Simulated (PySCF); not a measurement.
Compound: cis-3-hexene, C6H12.
SMILES: `CC/C=C\CC`

Torsions of this conformer, `[CH3:1][CH2:2]/[CH:3]=[CH:4]\[CH2:5][CH3:6]`: C1–C2–C3–C4 113°, C3–C4–C5–C6 113°.

The closed-shell ground state was solved at several levels (PySCF, density fitting, gas phase, non-relativistic). The structure is a single PBE0-D3(BJ)/def2-SVP conformer in the gas phase; no vibrational or solvent corrections.

| level | basis functions | total energy (Eh) | HOMO (eV) | LUMO (eV) | gap (eV) | dipole (D) |
| --- | --- | --- | --- | --- | --- | --- |
| PBE0/pcSseg-1 | 162 | -235.5196 | -6.95 | 0.56 | 7.51 | 0.28 |
| KT3/pcSseg-1 | 162 | -239.6799 | -5.85 | -0.43 | 5.42 | 0.28 |
| PBE0/def2-SVPD | 216 | -235.3951 | -6.95 | 0.39 | 7.34 | 0.31 |

(1) Estimate the row for B3LYP/pcJ-1, a basis of 282 functions; the other rows only guide the guess.

(2) Over all these levels, which gives the widest orbital gap and which the narrowest?

(3) How far do the dipole and the HOMO energy spread over the levels?

## Answers

(1) Total energy -235.8724 Eh, HOMO -6.72 eV, LUMO 0.33 eV, gap 7.05 eV, dipole 0.25 D.

(2) PBE0/pcSseg-1 (global hybrid, 25 % exact exchange) has the widest, 7.51 eV, and KT3/pcSseg-1 (GGA) the narrowest, 5.42 eV. The two share the basis. From the narrowest to the widest the HOMO moves by -1.10 eV and the LUMO by +0.99 eV.

(3) The dipole runs from 0.25 to 0.31 D (mean 0.28 D) and the HOMO from -6.95 to -5.85 eV.
